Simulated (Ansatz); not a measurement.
Total energies of C$_{2}$H$_{4}$F$_{2}$O$_{2}$ (`COC(O)(F)F`).

```xyz
10

C     1.2560    0.4528   -0.4507
O     0.0101   -0.2118   -0.6289
C    -0.8444   -0.1574    0.4190
O    -1.9683   -0.8430    0.1397
F    -0.2450   -0.6420    1.5424
F    -1.1884    1.1060    0.7266
H     1.1004    1.5113   -0.2341
H     1.7853    0.3473   -1.3948
H     1.8327   -0.0115    0.3509
H    -1.7383   -1.5518   -0.4699
```

The species carries charge 0 and has multiplicity 1. All single points use the PBE0-D4/def2-TZVP geometry. It is one conformer, not always the lowest. Basis def2-TZVPP, the Gaussian-basis code of Ansatz.

RPA on PBE orbitals: Hartree–Fock energy of these orbitals -426.79582 Eh, correlation -1.98636 Eh (frozen core).

```csv
functional,energy without D4 (Eh),D4 term (kJ/mol)
LDA (SPW92),-425.90753,–
PBE,-428.50656,-15.4
revPBE,-428.80621,-57.9
BLYP,-428.87460,-35.3
r2SCAN,-428.75468,-3.9
PBE0,-428.51294,-12.8
B3LYP,-428.95196,-24.5
r2SCANh,-428.73094,-4.0
HSE06 (plane-wave form),-428.49423,-11.7
BHLYP,-428.75714,-16.1
CAM-B3LYP,-428.82439,-12.6
LC-ωPBE,-428.71377,–
B2PLYP,-428.68068,–
PBE-QIDH,-428.45842,–
```

(1) Give the same for B97M-V, r2SCAN0, ωB97X-V, ωB97M-V. (Best estimate.)

B3LYP takes the VWN-RPA correlation (the form of Gaussian; ORCA's B3LYP/G). HSE06 is the plane-wave form, built on full-range PBE exchange. The double hybrids freeze the cores in their second-order part.

## Answers

(1) Ansatz gave: 
| functional | energy without D4 (Eh) | D4 term (kJ/mol) |
| --- | --- | --- |
| B97M-V | -428.83421 | – |
| r2SCAN0 | -428.69688 | -4.4 |
| ωB97X-V | -428.81512 | – |
| ωB97M-V | -428.83112 | – |

LC-ωPBE has ω = 0.4 bohr⁻¹.
